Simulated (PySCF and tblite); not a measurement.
Results of a calculation; reference values are marked as such.
C₂H₄F₂, numbered as in [F:1][CH2:2][CH2:3][F:4].

Search: ETKDG and KDG, MMFF94s, GFN2-xTB, 90 starts; geometries at PBE0-D3(BJ)/def2-SVP. Energies: PBE0-D3(BJ)/def2-TZVP, with GFN2-xTB thermal terms (modes under about 100 cm⁻¹ blended into free rotors). Symmetry numbers and mirror images are counted. Conformers within 4 kcal/mol (GFN2-xTB free energy) were kept, 5 at most. Codes: tblite and PySCF.

Rotational constants are equilibrium values for the commonest isotopes; dipoles come from the energy level named.

Torsions listed: F1–C2–C3–F4. Of a mirror pair one member is shown.

| conformer | shape | symmetry | weight % |
| --- | --- | --- | --- |
| 1 | 71° | C2 (pair) | 92.8 |
| 2 | 180° | C2h | 7.2 |

Sets of constants, in random order:

```csv
set,A (MHz),B (MHz),C (MHz),abs μa (D),abs μb (D),abs μc (D)
P,17720,5016,4404,0.00,2.53,0.00
Q,32305,3914,3654,0.00,0.00,0.00
```

(1) Match each set to its conformer.

Results:

(1) P is conformer 1, Q is conformer 2.
